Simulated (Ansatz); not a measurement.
An Ansatz input:

```yaml
crystal:
  lattice:
    - [-1.4163059769, 1.4163059769, 1.4163059769]
    - [1.4163059769, -1.4163059769, 1.4163059769]
    - [1.4163059769, 1.4163059769, -1.4163059769]
  atoms:
    - { symbol: Fe, position: [0.0, 0.0, 0.0], spin: 2.226 }
hamiltonian:
  xc: pbe
  pseudopotentials:
    kind: paw
    azcp:
      Fe: "pseudopotentials/Fe.paw.azcp"
basis:
  ecutwfc: 420
  fft_grid_basis: typed
kpoints:
  mp_grid: { grid: [25, 25, 25], shift: [0, 0, 0] }
magnetization:
  spin_polarized: true
scf:
  occupations: { method: fermi_dirac, width: 0.05 }
```

and its output:

```
Engine: ansatz 0.2.0, x86_64-unknown-linux-gnu
Pseudopotentials: kind: paw
Pseudopotential: Fe, paw, valence charge 16, recommended cutoff 420 eV (normal) 
Functional definition: PBE
  parameter kappa = 0.804
  parameter beta = 0.06672455060314922
  exchange = pbe_x(kappa = kappa, mu = beta*pi^2/3)
  correlation = pbe_c(beta = beta)
Crystal: 1 atoms, lattice volume = 11.364 Å³
Basis set: ecut = 420 eV, 225 PW (Γ)
Bands: 14, of which v1, the nominal top of the filled ones, is band 8 counted from 1 (7 counted from 0)
Symmetry: 48 space group operations
Space group: Im-3m (ITA 229), of the structure as read, at distance tolerance 2.2e-5 Å
Magnetic group: BNS 229.140 (UNI 1642), of the structure as read, at distance tolerance 2.2e-5 Å
k-points: 455 of 15625
Non-local potential: Fe, projectors of the file, l = 0: 3, l = 1: 2, l = 2: 3, l = 3: 1
PAW form: soft (Blöchl's): semilocal exchange-correlation on the pseudo side does not see the compensation charge
PAW one-centre angular grid: Fe, 590 points (default); XC on 64 Gauss nodes
Initial density: superposition of atomic densities (chi_scale 0.1, normalization cell)
Starting moments: Σ|m| = 2.226 μB on 1 of 1 site
Initial wavefunctions: pseudopotential atomic-orbital guess
Functional: x = pbe(κ = 0.804, μ = 0.2195149727645171), c = pbe(β = 0.06672455060314922)
SCF iter   1: F=—  HF=-4480.571491 eV  |F-HF|=—  |Δ(HF+E_count)|=         —  Δρ=9.57e-2 (↑6.01e-2 ↓9.57e-2)  dr2=1.68e0  dr2_m=8.67e-2  M=2.074 μB ∫|m|=2.103 μB  β_m=0.30  ethr=3.10e-3  ⟨swp⟩=4.9  Hψ=61001  notcnv=0
Mixer restart at iter 1: flushing history
SCF iter   2: F=—  HF=-4479.888701 eV  |F-HF|=—  |Δ(HF+E_count)|=   6.83e-1  Δρ=5.42e-2 (↑5.42e-2 ↓3.32e-2)  dr2=4.05e-2  dr2_m=1.88e-1  M=2.213 μB ∫|m|=2.277 μB  β_m=0.29  ethr=3.10e-3  ⟨swp⟩=3.2  Hψ=32077  notcnv=0  defer=836
SCF iter   3: F=—  HF=-4480.105761 eV  |F-HF|=—  |Δ(HF+E_count)|=   2.17e-1  Δρ=3.15e-2 (↑3.15e-2 ↓2.80e-2)  dr2=4.27e-3  dr2_m=8.88e-2  M=2.185 μB ∫|m|=2.257 μB  β_m=0.64  ethr=2.53e-4  ⟨swp⟩=2.9  Hψ=25567  notcnv=0  defer=849
SCF iter   4: F=—  HF=-4480.473842 eV  |F-HF|=—  |Δ(HF+E_count)|=   3.68e-1  Δρ=1.51e-2 (↑1.51e-2 ↓2.75e-3)  dr2=2.36e-2  dr2_m=4.94e-3  M=2.182 μB ∫|m|=2.289 μB  β_m=0.82  ethr=2.67e-5  ⟨swp⟩=2.6  Hψ=27104  notcnv=0  defer=852
SCF iter   5: F=—  HF=-4480.488616 eV  |F-HF|=—  |Δ(HF+E_count)|=   1.48e-2  Δρ=1.77e-3 (↑1.77e-3 ↓1.47e-3)  dr2=3.91e-5  dr2_m=2.59e-4  M=2.162 μB ∫|m|=2.278 μB  β_m=0.73  ethr=2.67e-5  ⟨swp⟩=2.2  Hψ=26807  notcnv=0  defer=906
SCF iter   6: F=—  HF=-4480.488992 eV  |F-HF|=—  |Δ(HF+E_count)|=   3.77e-4  Δρ=3.35e-4 (↑2.46e-4 ↓3.35e-4)  dr2=4.42e-6  dr2_m=7.76e-6  M=2.162 μB ∫|m|=2.277 μB  β_m=0.86  ethr=2.44e-7  ⟨swp⟩=2.4  Hψ=22020  notcnv=0  defer=906
SCF iter   7: F=—  HF=-4480.489008 eV  |F-HF|=—  |Δ(HF+E_count)|=   1.61e-5  Δρ=7.97e-5 (↑6.33e-5 ↓7.97e-5)  dr2=6.78e-8  dr2_m=5.14e-7  M=2.161 μB ∫|m|=2.277 μB  β_m=0.87  ethr=2.76e-8  ⟨swp⟩=2.3  Hψ=17898  notcnv=0  defer=906
SCF iter   8: F=—  HF=-4480.489008 eV  |F-HF|=—  |Δ(HF+E_count)|=   3.42e-8  Δρ=2.35e-5 (↑4.51e-6 ↓2.35e-5)  dr2=6.44e-8  dr2_m=9.83e-9  M=2.161 μB ∫|m|=2.277 μB  β_m=0.94  ethr=4.24e-10  ⟨swp⟩=1.1  Hψ=12835  notcnv=0  defer=906
SCF iter   9: F=-4480.489008 eV  HF=-4480.489008 eV  |F-HF|=3.32e-9  |Δ(HF+E_count)|=   3.86e-9  Δρ=4.23e-6 (↑2.75e-6 ↓4.23e-6)  dr2=4.00e-9  dr2_m=6.17e-11  M=2.161 μB ∫|m|=2.277 μB  ethr=4.02e-10  ⟨swp⟩=1.0  Hψ=31202  notcnv=0
SCF 1 converged in 9 iterations: F = -4480.489008 eV  dr2 = 4.00e-9
SCF converged after 9 iterations
Magnetization: 2.1608 μB (9.0804 up, 6.9196 down)
Absolute magnetization: 2.2770 μB (∫|ρ↑−ρ↓|, with the PAW one-centre terms)
Spin contamination: 0.0369 ħ² per cell (⟨S²⟩ above its minimum at these occupations)
Per-site moments (μB) at R_I (Å): [(2.2078468855482987, 1.0119094883098876)]
Free energy (F): -4480.489008 eV
Harris-Foulkes:  -4480.489008 eV  (|F-HF|=3.32e-9)
Internal energy: -4480.481071 eV  (E = F + TS)
E sigma→0 (E₀):  -4480.485040 eV
Entropy (-TS):   -0.007937 eV (-7.937 meV/atom)
Fermi energy:    18.533780 eV
--- Per-component energies (eV) ---
  E_band       = -211.774739
  E_kinetic    = 350.524536
  E_local      = -2064.269141  (includes V_loc(G=0)·N_el)
  E_nonlocal   = 218.311830
  E_hartree    = 867.094183
  E_xc         = -117.938088
  E_vxc        = -151.871700  (∫ρ·V_xc dr)
  E_paw        = -1366.189558  (= ΣΔE_a)
  E_vpaw       = -298.663392  (= ΣTr[D̂ρ^β])
  E_aug_tail   = 0.000999  (compensation charges beyond the density's cutoff)
  E_ewald      = -2368.015831
  E_smearing   = -0.007937  (= −TS)
  E_closure    = 0.000000  (closes the sum)
  Σ components = -4480.489008   (vs F -4480.489008, Δ=0.00e0)
```
